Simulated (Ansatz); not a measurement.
**CH2Si (triplet): PBE-QIDH, RPA-PBE over vertical spin and charge gaps, 6-31G**

Aim: run CH2Si (triplet) with these functionals over vertical spin and charge gaps, and hold them against the top wave-function level at the same points.

Computed with Ansatz 0.2.0, Gaussian basis. Level: 6-31G, all electrons in the functionals, frozen cores in the correlation of double hybrids and RPA.

The runs, in order: PBE-QIDH, RPA-PBE, at charge 0, triplet; charge 0, singlet; charge 0, quintet; charge 1, doublet; charge 1, quartet (not every functional at every point).

4 further runs of the same task are left out: 4 set aside as unsound or not needed.

## Step 1: What is computed

The geometry is a PBE0/def2-TZVP stationary point (not a proven minimum).

4 atoms, charge 0, spin multiplicity 3.

Atoms are counted from 1 here; the program's logs count them from 0.

Bond lengths: Si1–C2 1.865 Å, C2–H3 1.091 Å, C2–H4 1.091 Å. Angles: Si1–C2–H3 123.8°, Si1–C2–H4 123.8°, H3–C2–H4 112.4°.

Geometry (Å):

| atom | x (Å) | y (Å) | z (Å) |
| --- | --- | --- | --- |
| Si1 | 0.0000 | 0.0000 | 0.6502 |
| C2 | 0.0000 | 0.0000 | -1.2146 |
| H3 | 0.0000 | -0.9068 | -1.8218 |
| H4 | 0.0000 | 0.9068 | -1.8218 |

No dispersion term is added.

The geometry shown and the zero of energy belong to the point charge 0, triplet. The yardstick, FCI, and other wave-function levels (R restricted, U unrestricted, valence and pair active spaces) come from earlier runs.

## Step 2: PBE-QIDH, charge 0, triplet

Input file in.yaml:

```yaml
crystal:
  periodic: [false, false, false]
  atoms:
    - {symbol: Si, position_ang: [0.000000, 0.000000, 0.650177]}
    - {symbol: C, position_ang: [0.000000, 0.000000, -1.214577]}
    - {symbol: H, position_ang: [0.000000, -0.906814, -1.821841]}
    - {symbol: H, position_ang: [0.000000, 0.906814, -1.821841]}
basis:
  gaussian: {orbitals: 6-31G}
magnetization: {spin_polarized: true, initial_magnetization: 2}
hamiltonian: {xc: {name: PBE-QIDH}}
correlation: {electrons: outside_noble_gas}
```

Started as:

```bash
$ ansatz run in.yaml --threads 1 --pin off --events-out ev --progress --plain --max-ram 4096MiB --backend cpu
```

Standard output:

```text
Functional definition: PBE-QIDH
  name "PBE-QIDH"
  cite "Brémond, Sancho-García, Pérez-Jiménez & Adamo, J. Chem. Phys. 141, 031101 (2014) doi:10.1063/1.4890314"
  cite "Perdew, Burke & Ernzerhof, Phys. Rev. Lett. 77, 3865 (1996) doi:10.1103/PhysRevLett.77.3865"
  parameter a = 3^(-1/3)
  parameter c = 1/3
  exchange = (1 - a)*pbe_x + a*exact_x
  correlation = (1 - c)*pbe_c + c*(mp2_os + mp2_ss)
331 factors; integrals over basis functions are off by at most 2.7e-4 eV
mean field evaluation 1: about -8931.7763 eV, gradient 9.8e0 eV
mean field evaluation 2: about -8931.7759 eV, gradient 9.8e0 eV
mean field evaluation 4: about -8932.3500 eV, gradient 1.0e0 eV
mean field evaluation 8: about -8932.3609 eV, gradient 3.2e-2 eV
mean field evaluation 16: about -8932.3609 eV, gradient 1.3e-6 eV
mean field evaluation 32: about -8932.3609 eV, gradient 1.3e-6 eV
mean field -8932.36090948 eV, -328.2582088518 hartree, gradient 1.3e-6 eV, S^2 2.007671; 4 other end points of the search recorded, 0 dependent functions left out
6 core orbitals not correlated: weight in the atoms' cores, before any rotation towards them, 1.000 or more for the frozen orbitals, at most 0.000 for the correlated occupied ones
reference -8932.36091732 eV, -328.2582091400 hartree; 6, 4 occupied and 14, 16 virtual orbitals, 331 factors
second order -3.18782119 eV of doubles, -0.00000000 eV of singles
Total energy: -8933.42352439 eV, -328.2972592293 hartree
```

Wall time 0.82 s (1 thread of AMD EPYC 7R13, shared host).

From the report: ⟨S²⟩ of the determinant 2.008 (pure triplet: 2.00).

## Step 3: PBE-QIDH, charge 1, doublet

Changes to in.yaml since step 2:

```diff
@@ -9,3 +9,4 @@
   gaussian: {orbitals: 6-31G}
-magnetization: {spin_polarized: true, initial_magnetization: 2}
+total_charge: 1
+magnetization: {spin_polarized: true, initial_magnetization: 1}
 hamiltonian: {xc: {name: PBE-QIDH}}
```

Launched as before.

Standard output, cut to the lines that bear on the results:

```text
Functional definition: PBE-QIDH
  name "PBE-QIDH"
  cite "Brémond, Sancho-García, Pérez-Jiménez & Adamo, J. Chem. Phys. 141, 031101 (2014) doi:10.1063/1.4890314"
  cite "Perdew, Burke & Ernzerhof, Phys. Rev. Lett. 77, 3865 (1996) doi:10.1103/PhysRevLett.77.3865"
[...]
331 factors; integrals over basis functions are off by at most 2.7e-4 eV
[...]
mean field -8925.17569484 eV, -327.9941570841 hartree, gradient 1.3e-6 eV, S^2 0.754239; 8 other end points of the search recorded, 0 dependent functions left out
6 core orbitals not correlated: weight in the atoms' cores, before any rotation towards them, 1.000 or more for the frozen orbitals, at most 0.000 for the correlated occupied ones
reference -8925.17570314 eV, -327.9941573889 hartree; 5, 4 occupied and 15, 16 virtual orbitals, 331 factors
second order -3.34951702 eV of doubles, -0.00000000 eV of singles
Total energy: -8926.29220881 eV, -328.0351882155 hartree
```

Wall time 1.9 s (1 thread of AMD EPYC 7R13, shared host).

From the report: ⟨S²⟩ of the determinant 0.754 (pure doublet: 0.75).

From charge 0, triplet: +164.5 kcal/mol.

## Step 4: RPA-PBE, charge 0, triplet

Changes to in.yaml since step 3:

```diff
@@ -9,5 +9,4 @@
   gaussian: {orbitals: 6-31G}
-total_charge: 1
-magnetization: {spin_polarized: true, initial_magnetization: 1}
-hamiltonian: {xc: {name: PBE-QIDH}}
-correlation: {electrons: outside_noble_gas}
+magnetization: {spin_polarized: true, initial_magnetization: 2}
+hamiltonian: {xc: {name: PBE}}
+correlation: {method: rpa, electrons: outside_noble_gas}
```

The command is unchanged.

Standard output, cut to the lines that bear on the results:

```text
Functional definition: PBE
  name "PBE"
  cite "Perdew, Burke & Ernzerhof, Phys. Rev. Lett. 77, 3865 (1996) doi:10.1103/PhysRevLett.77.3865"
  parent pbe
[...]
331 factors; integrals over basis functions are off by at most 2.7e-4 eV
[...]
mean field -8936.53621046 eV, -328.4116483327 hartree, gradient 3.4e-6 eV, S^2 2.003002; 12 other end points of the search recorded, 0 dependent functions left out
6 core orbitals not correlated: weight in the atoms' cores, before any rotation towards them, 1.000 or more for the frozen orbitals, at most 0.000 for the correlated occupied ones
reference -8919.77107089 eV, -327.7955408174 hartree; 6, 4 occupied and 14, 16 virtual orbitals, 331 factors
Total energy: -8925.45803387 eV, -328.0045328521 hartree
```

It took 2.5 s on 1 thread of AMD EPYC 7R13, shared host.

From the report: ⟨S²⟩ of the determinant 2.003 (pure triplet: 2.00).

## Step 5: RPA-PBE, charge 0, singlet

Changes to in.yaml since step 4:

```diff
@@ -9,3 +9,3 @@
   gaussian: {orbitals: 6-31G}
-magnetization: {spin_polarized: true, initial_magnetization: 2}
+magnetization: {spin_polarized: true, initial_magnetization: 0}
 hamiltonian: {xc: {name: PBE}}
```

The command is unchanged.

Standard output, cut to the lines that bear on the results:

```text
Functional definition: PBE
  name "PBE"
  cite "Perdew, Burke & Ernzerhof, Phys. Rev. Lett. 77, 3865 (1996) doi:10.1103/PhysRevLett.77.3865"
  parent pbe
[...]
331 factors; integrals over basis functions are off by at most 2.7e-4 eV
[...]
mean field -8937.87904184 eV, -328.4609964757 hartree, gradient 1.2e-6 eV, S^2 0.000000; 7 other end points of the search recorded, 0 dependent functions left out
6 core orbitals not correlated: weight in the atoms' cores, before any rotation towards them, 1.000 or more for the frozen orbitals, at most 0.000 for the correlated occupied ones
reference -8919.92511724 eV, -327.8012019160 hartree; 5, 5 occupied and 15, 15 virtual orbitals, 331 factors
Total energy: -8926.86078889 eV, -328.0560831482 hartree
```

It took 1.5 s on 1 thread of AMD EPYC 7R13, shared host.

From the report: ⟨S²⟩ of the determinant 0.000 (pure singlet: 0.00).

From charge 0, triplet: -32.3 kcal/mol.

## Step 6: RPA-PBE, charge 0, quintet

Changes to in.yaml since step 5:

```diff
@@ -9,3 +9,3 @@
   gaussian: {orbitals: 6-31G}
-magnetization: {spin_polarized: true, initial_magnetization: 0}
+magnetization: {spin_polarized: true, initial_magnetization: 4}
 hamiltonian: {xc: {name: PBE}}
```

Same command.

Standard output, cut to the lines that bear on the results:

```text
Functional definition: PBE
  name "PBE"
  cite "Perdew, Burke & Ernzerhof, Phys. Rev. Lett. 77, 3865 (1996) doi:10.1103/PhysRevLett.77.3865"
  parent pbe
[...]
331 factors; integrals over basis functions are off by at most 2.7e-4 eV
[...]
mean field -8933.83294742 eV, -328.3123052480 hartree, gradient 3.8e-6 eV, S^2 6.002522; 0 other end points of the search recorded, 0 dependent functions left out
6 core orbitals not correlated: weight in the atoms' cores, before any rotation towards them, 1.000 or more for the frozen orbitals, at most 0.000 for the correlated occupied ones
reference -8918.12227212 eV, -327.7349485799 hartree; 7, 3 occupied and 13, 17 virtual orbitals, 331 factors
Total energy: -8922.82201270 eV, -327.9076608606 hartree
```

Run time: 0.55 s. Hardware: 1 thread of AMD EPYC 7R13, shared host.

From the report: ⟨S²⟩ of the determinant 6.003 (pure quintet: 6.00).

From charge 0, triplet: +60.8 kcal/mol.

## Step 7: RPA-PBE, charge 1, doublet

Changes to in.yaml since step 6:

```diff
@@ -9,3 +9,4 @@
   gaussian: {orbitals: 6-31G}
-magnetization: {spin_polarized: true, initial_magnetization: 4}
+total_charge: 1
+magnetization: {spin_polarized: true, initial_magnetization: 1}
 hamiltonian: {xc: {name: PBE}}
```

Same command.

Standard output, cut to the lines that bear on the results:

```text
Functional definition: PBE
  name "PBE"
  cite "Perdew, Burke & Ernzerhof, Phys. Rev. Lett. 77, 3865 (1996) doi:10.1103/PhysRevLett.77.3865"
  parent pbe
[...]
331 factors; integrals over basis functions are off by at most 2.7e-4 eV
[...]
mean field -8929.36381388 eV, -328.1480676199 hartree, gradient 1.8e-6 eV, S^2 0.751886; 3 other end points of the search recorded, 0 dependent functions left out
6 core orbitals not correlated: weight in the atoms' cores, before any rotation towards them, 1.000 or more for the frozen orbitals, at most 0.000 for the correlated occupied ones
reference -8912.93991758 eV, -327.5445005634 hartree; 5, 4 occupied and 15, 16 virtual orbitals, 331 factors
Total energy: -8918.85112357 eV, -327.7617333766 hartree
```

It took 1.4 s on 1 thread of AMD EPYC 7R13, shared host.

From the report: ⟨S²⟩ of the determinant 0.752 (pure doublet: 0.75).

From charge 0, triplet: +152.4 kcal/mol.

## Step 8: RPA-PBE, charge 1, quartet

Changes to in.yaml since step 7:

```diff
@@ -10,3 +10,3 @@
 total_charge: 1
-magnetization: {spin_polarized: true, initial_magnetization: 1}
+magnetization: {spin_polarized: true, initial_magnetization: 3}
 hamiltonian: {xc: {name: PBE}}
```

Launched as before.

Standard output, cut to the lines that bear on the results:

```text
Functional definition: PBE
  name "PBE"
  cite "Perdew, Burke & Ernzerhof, Phys. Rev. Lett. 77, 3865 (1996) doi:10.1103/PhysRevLett.77.3865"
  parent pbe
[...]
331 factors; integrals over basis functions are off by at most 2.7e-4 eV
[...]
mean field -8927.08531465 eV, -328.0643343175 hartree, gradient 7.8e-6 eV, S^2 3.751539; 4 other end points of the search recorded, 0 dependent functions left out
6 core orbitals not correlated: weight in the atoms' cores, before any rotation towards them, 1.000 or more for the frozen orbitals, at most 0.000 for the correlated occupied ones
reference -8911.25799337 eV, -327.4826909887 hartree; 6, 3 occupied and 14, 17 virtual orbitals, 331 factors
Total energy: -8916.44232676 eV, -327.6732117267 hartree
```

Run time: 1.1 s. Hardware: 1 thread of AMD EPYC 7R13, shared host.

From the report: ⟨S²⟩ of the determinant 3.752 (pure quartet: 3.75).

From charge 0, triplet: +207.9 kcal/mol.

## Step 9: Against the wave-function levels

The yardstick is full CI for this spin, exact in this basis with these frozen cores. It comes from earlier runs at the same points. Energies in kcal/mol, counted from charge 0, triplet; blanks weren't run or aren't comparable.

```
   level  triplet to singlet  triplet to quintet  ionisation to the doublet cation  ionisation to the quartet cation
     FCI               -33.0                51.1                             152.3                             201.8
PBE-QIDH                                                                     164.5                                  
 RPA-PBE               -32.3                60.8                             152.4                             207.9
```

Largest miss and mean time a point (FCI took 18 s a point; shared hosts):

```
   level  largest miss (kcal/mol)                             where  time a point
PBE-QIDH                    +12.2  ionisation to the doublet cation         1.4 s
 RPA-PBE                     +9.6                triplet to quintet         1.4 s
```

## Step 10: Outcome

| quantity | value |
| --- | --- |
| triplet to singlet, FCI | -33.0 kcal/mol |
| triplet to quintet, FCI | 51.1 kcal/mol |
| ionisation to the doublet cation, FCI | 152.3 kcal/mol |
| ionisation to the quartet cation, FCI | 201.8 kcal/mol |
| largest miss, PBE-QIDH | +12.2 kcal/mol (ionisation to the doublet cation) |
| largest miss, RPA-PBE | +9.6 kcal/mol (triplet to quintet) |

**Reading.** Misses are known at 4 of 4 points at best, and only functionals with that many are ranked. RPA-PBE strays by up to 9.6 kcal/mol, at triplet to quintet. Functionals and the yardstick converge differently with the basis, so part of each miss in 6-31G is the basis.
